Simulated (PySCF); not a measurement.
Below is a simulated gas-phase C 1s photoelectron spectrum of `C#CCN=C`.

Every computed line was given a Gaussian of 0.8 eV full width at half maximum and an area set by the number of equivalent atoms; the highest printed point is 100. The calculation used delta-SCF UKS SCAN, pcX-2 on the ionised atom, pcseg-1 elsewhere, spin-free X2C (PySCF 2.14.0).

```csv
binding energy (eV),intensity
289.4,0
289.5,1
289.6,1
289.7,3
289.8,6
289.9,12
290.0,20
290.1,31
290.2,44
290.3,59
290.4,75
290.5,88
290.6,96
290.7,100
290.8,98
290.9,91
291.0,81
291.1,71
291.2,62
291.3,58
291.4,57
291.5,60
291.6,64
291.7,68
291.8,70
291.9,71
292.0,71
292.1,71
292.2,70
292.3,69
292.4,65
292.5,58
292.6,49
292.7,39
292.8,28
292.9,19
293.0,11
293.1,6
293.2,3
293.3,2
293.4,1
293.5,0
```

**Question.** Count the maxima, the lines and the sites behind this envelope.

**Answer.** The curve has 2 maxima (at 290.7 and 292.0 eV). Under it lie 4 lines from 4 inequivalent carbon sites. At this width some lines have no maximum of their own.

**Question.** Decompose the envelope and assign each component. Numbering: `[CH:1]#[C:2][CH2:3][N:4]=[CH2:5]`.

**Answer.** 
```tsv
position (eV)	relative area	line	atoms	environment
290.52	1	C 1s	C1	terminal alkyne carbon
290.88	1	C 1s	C2	alkyne carbon
291.72	1	C 1s	C5	imine carbon
292.39	1	C 1s	C3	sp3 carbon bound to nitrogen
```

**Question.** What are the centre and the root-mean-square width of the whole band?

**Answer.** The area-weighted mean of the lines is 291.38 eV. Their own spread about it is 0.73 eV (rms) and each Gaussian has σ = 0.8/2.355 = 0.34 eV; the variances add, which gives 0.80 eV.

Lowest listed C 1s: C1, bonded to C (triple bond) and H. Highest, 1.87 eV above it: C3, bonded to N, C and 2 H. The widest gap between neighbouring values is 0.84 eV, between 290.88 and 291.72 eV.

The curve has no shake-up lines and no vibrational structure. The unrestricted hole states depart most from a pure doublet (⟨S²⟩ = 0.75; over 0.85 named) for C 1s of C2 (0.86), which makes this value less certain. Isolated species at its PBE0-D3(BJ)/def2-SVP geometry (one conformer only).

Conformer computed: `[CH:1]#[C:2][CH2:3][N:4]=[CH2:5]`: C2–C3–N4–C5 0°.
